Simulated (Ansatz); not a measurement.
# SiH4 (singlet): wave-function methods side by side at distance H1–H2 along a hydrogen transfer = 1.202 Å, 6-31G

Aim: climb from Hartree-Fock through coupled cluster and multireference methods for SiH4 (singlet) at one geometry and basis, and see what each rung misses.

The runs use Ansatz 0.2.0, Gaussian basis; 6-31G, core rule «outside noble gas», up to 5 orbitals frozen.

Plan: UHF; CCSD(T) on RHF; CCSD(T) on UHF; BCCD(T) on RHF; CISD; CCSDT(Q) on RHF; CCSDT(Q) on UHF; CISDTQ; CCSDTQ on RHF; CCSDTQ on UHF; CASSCF and MRCISD+Q, 2 electrons in 2 orbitals; CASSCF and NEVPT2, 2 electrons in 2 orbitals; CASSCF and MRCISD+Q, 8 electrons in 8 orbitals; CASSCF and MRCISD+Q(relaxed), 8 electrons in 8 orbitals; CASSCF and NEVPT2, 8 electrons in 8 orbitals; Full CI.

8 further runs of the same task are left out: 1 for a mislabelled method, 5 that didn't finish, 2 set aside as unsound or not needed.

## Step 1: The system

The geometry derives from fragments relaxed apart (PBE0/def2-TZVP) and kept rigid, so it is no stationary point. A hydrogen atom is moved between rigid fragments.

5 atoms, charge 0, spin multiplicity 1.

Atoms are counted from 1 here; the program's logs count them from 0.

Bond lengths: H2–Si3 1.623 Å, Si3–H4 1.526 Å, Si3–H5 1.526 Å. Angles: H2–Si3–H4 113.7°, H2–Si3–H5 113.7°, H4–Si3–H5 91.2°.

## Step 2: UHF

Contents of in.yaml:

```yaml
crystal:
  periodic: [false, false, false]
  atoms:
    - {symbol: H, position_ang: [-2.723832, 0.054876, 0.000000]}
    - {symbol: H, position_ang: [-1.521832, 0.054876, 0.000000]}
    - {symbol: Si, position_ang: [0.101168, 0.054876, 0.000000]}
    - {symbol: H, position_ang: [0.713348, -0.819409, 1.090012]}
    - {symbol: H, position_ang: [0.713348, -0.819409, -1.090012]}
basis:
  gaussian: {orbitals: 6-31G}
magnetization: {spin_polarized: true, initial_magnetization: 0}
hamiltonian: {xc: hf}
output: {orbitals: {seedname: orbitals}}
```

The run is started by

```sh
> ansatz run in.yaml --threads 1 --pin off --events-out ev --progress --plain --max-ram 2393MiB
```

Further steps of the session: CCSD(T) on RHF; CCSD(T) on UHF; BCCD(T) on RHF; CISD; CCSDT(Q) on RHF; CCSDT(Q) on UHF; CISDTQ; CCSDTQ on RHF; CCSDTQ on UHF; CASSCF and MRCISD+Q, 2 electrons in 2 orbitals; CASSCF and NEVPT2, 2 electrons in 2 orbitals; CASSCF and MRCISD+Q, 8 electrons in 8 orbitals; CASSCF and MRCISD+Q(relaxed), 8 electrons in 8 orbitals; CASSCF and NEVPT2, 8 electrons in 8 orbitals; Full CI.

**Question.** What will the summary of the whole plan be? Wanted: FCI below the RHF energy; RMP2 from FCI; UMP2 from FCI; RCCSD from FCI; RCCSD(T) from FCI; UCCSD(T) from FCI; RCCSDT(Q) from FCI; UCCSDT(Q) from FCI; NEVPT2 pair from FCI.

**Answer**, as computed:

| quantity | value |
| --- | --- |
| FCI below the RHF energy | -3.4028 eV |
| RMP2 from FCI | +1278.3 meV |
| UMP2 from FCI | +883.8 meV |
| RCCSD from FCI | +119.3 meV |
| RCCSD(T) from FCI | +31.6 meV |
| UCCSD(T) from FCI | +101.0 meV |
| RCCSDT(Q) from FCI | +0.8 meV |
| UCCSDT(Q) from FCI | -0.4 meV |
| NEVPT2 pair from FCI | +604.5 meV |
| MRCISD+Q pair from FCI | -11.2 meV |
| NEVPT2 valence from FCI | +179.3 meV |
| levels within 1 kcal/mol (43 meV) | RCCSD(T), BCCD(T), RCCSDT, UCCSDT, CISDTQ, RCCSDT(Q), UCCSDT(Q), RCCSDTQ, UCCSDTQ, MRCISD+Q pair, MRCISD valence, MRCISD+Q valence, MRCISD+Q(relaxed) valence |
| T1 diagnostic | 0.033 |
| effectively unpaired electrons | 0.63 |

**Reading.** RCCSD(T) misses by +31.6 meV, 0.9 % of the correlation energy. CCSD(T) misses by +31.6 meV on the restricted determinant and by +101.0 meV on the unrestricted one; the two need not hold the same state or core. MRCISD+Q pair falls below full CI: the +Q correction isn't variational, and the cores differ from full CI's. The occupations show some static correlation. Of the multireference levels listed MRCISD+Q(relaxed) valence comes nearest in total energy (-1.3 meV), which doesn't show that its space is the better one. These misses are within one basis, not against nature.
